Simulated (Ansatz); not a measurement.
The input, for Ansatz 0.2.0:

```yaml
crystal:
  periodic: [false, false, false]
  atoms:
    - {symbol: B, position_ang: [0.000000, 0.000000, 0.000000]}
    - {symbol: H, position_ang: [0.959124, 0.987179, 2.146327]}
    - {symbol: H, position_ang: [-0.986155, -0.955894, 2.148238]}
    - {symbol: H, position_ang: [-0.957983, 0.956946, -2.160483]}
    - {symbol: H, position_ang: [0.985014, -0.988231, -2.134083]}
basis:
  gaussian: {orbitals: cc-pVDZ}
total_charge: 1
magnetization: {spin_polarized: true, initial_magnetization: 2}
correlation: {method: ccsd_t, electrons: outside_noble_gas}
```

```sh
$ ansatz run in.yaml --threads 1 --pin off --events-out ev --progress --plain --max-ram 2393MiB
```

Log:

```
303 factors; integrals over basis functions are off by at most 8.8e-4 eV
mean field evaluation 1: about -707.8574 eV, gradient 7.6e0 eV
mean field evaluation 2: about -707.8586 eV, gradient 7.6e0 eV
mean field evaluation 4: about -710.1362 eV, gradient 2.7e0 eV
mean field evaluation 8: about -710.3962 eV, gradient 2.7e-1 eV
mean field evaluation 16: about -710.4035 eV, gradient 1.3e-2 eV
mean field evaluation 32: about -713.3645 eV, gradient 7.3e0 eV
mean field evaluation 64: about -714.0681 eV, gradient 4.0e-4 eV
mean field evaluation 96: about -714.0681 eV, gradient 4.9e-7 eV
mean field evaluation 128: about -710.3764 eV, gradient 4.1e0 eV
mean field evaluation 160: about -710.7680 eV, gradient 6.1e-1 eV
...
mean field -714.06812556 eV, -26.2415196016 hartree, gradient 2.5e-6 eV, S^2 3.109147; 36 other end points of the search recorded, 0 dependent functions left out
determinant -714.06812556 eV, -26.2415196016 hartree, with singles and doubles -715.70165132 eV, -26.3015505660 hartree
determinant -711.58762780 eV, -26.1503629902 hartree, with singles and doubles -712.01455464 eV, -26.1660522622 hartree
determinant -711.49818678 eV, -26.1470760935 hartree, with singles and doubles -712.04781743 eV, -26.1672746470 hartree
determinant -711.40432911 eV, -26.1436268876 hartree, with singles and doubles -711.84029806 eV, -26.1596484511 hartree
determinant -711.20804396 eV, -26.1364135414 hartree, with singles and doubles -711.62782249 eV, -26.1518401180 hartree
determinant -711.04113985 eV, -26.1302799286 hartree, with singles and doubles -712.57359824 eV, -26.1865967358 hartree
determinant -710.94223417 eV, -26.1266452119 hartree, with singles and doubles -711.39408497 eV, -26.1432504225 hartree
determinant -710.89980642 eV, -26.1250860209 hartree, with singles and doubles -713.14066794 eV, -26.2074361625 hartree
determinant -710.78430037 eV, -26.1208412519 hartree, with singles and doubles -711.17438889 eV, -26.1351767404 hartree
determinant -710.75485760 eV, -26.1197592498 hartree, with singles and doubles -711.26670765 eV, -26.1385693923 hartree
determinant -710.40353767 eV, -26.1068484805 hartree, with singles and doubles -714.61458047 eV, -26.2616014492 hartree
determinant -714.06812556 eV, -26.2415196016 hartree, with singles and doubles -715.70808738 eV, -26.3017870870 hartree
determinant -711.58762780 eV, -26.1503629902 hartree, with singles and doubles -712.04380328 eV, -26.1671271300 hartree
determinant -711.49818678 eV, -26.1470760935 hartree, with singles and doubles -712.08037210 eV, -26.1684710091 hartree
determinant -711.40432911 eV, -26.1436268876 hartree, with singles and doubles -711.84722812 eV, -26.1599031260 hartree
determinant -711.20804396 eV, -26.1364135414 hartree, with singles and doubles -711.63796344 eV, -26.1522127909 hartree
determinant -711.04113985 eV, -26.1302799286 hartree, with singles and doubles -712.49434050 eV, -26.1836840673 hartree
determinant -710.94223417 eV, -26.1266452119 hartree, with singles and doubles -711.41648534 eV, -26.1440736210 hartree
determinant -710.89980642 eV, -26.1250860209 hartree, with singles and doubles -711.94493568 eV, -26.1634938125 hartree
determinant -710.40353792 eV, -26.1068484899 hartree, with singles and doubles -714.61457963 eV, -26.2616014181 hartree
1 core orbitals not correlated: weight in the atoms' cores, before any rotation towards them, 1.000 or more for the frozen orbitals, at most 0.000 for the correlated occupied ones
reference -714.06812556 eV, -26.2415196016 hartree; 4, 2 occupied and 29, 31 virtual orbitals, 303 factors
second order -0.85309210 eV of doubles, -0.00000000 eV of singles
...
cycle  32  -1.65300272 eV  change    2.6e-6 eV  update   9.5e-6
cycle  33  -1.65299773 eV  change    5.0e-6 eV  update   8.3e-6
cycle  34  -1.65299584 eV  change    1.9e-6 eV  update   6.5e-6
cycle  35  -1.65299796 eV  change   -2.1e-6 eV  update   5.2e-6
cycle  36  -1.65299983 eV  change   -1.9e-6 eV  update   3.8e-6
cycle  37  -1.65300074 eV  change   -9.1e-7 eV  update   2.9e-6
cycle  38  -1.65300171 eV  change   -9.7e-7 eV  update   2.6e-6
cycle  39  -1.65300449 eV  change   -2.8e-6 eV  update   2.3e-6
cycle  40  -1.65300809 eV  change   -3.6e-6 eV  update   1.6e-6
cycle  41  -1.65301064 eV  change   -2.6e-6 eV  update   1.1e-6
perturbative correction -0.01696088 eV, -0.0006233008 hartree
Total energy: -715.73809709 eV, -26.3028899232 hartree
```

The determinant's ⟨S²⟩ is 3.11 against 2.00 for a pure state. The T1 diagnostic is 0.052.

Ran on 1 thread of Arm Neoverse V2, shared host: 2.6 s wall, 0.09 GiB peak host memory.
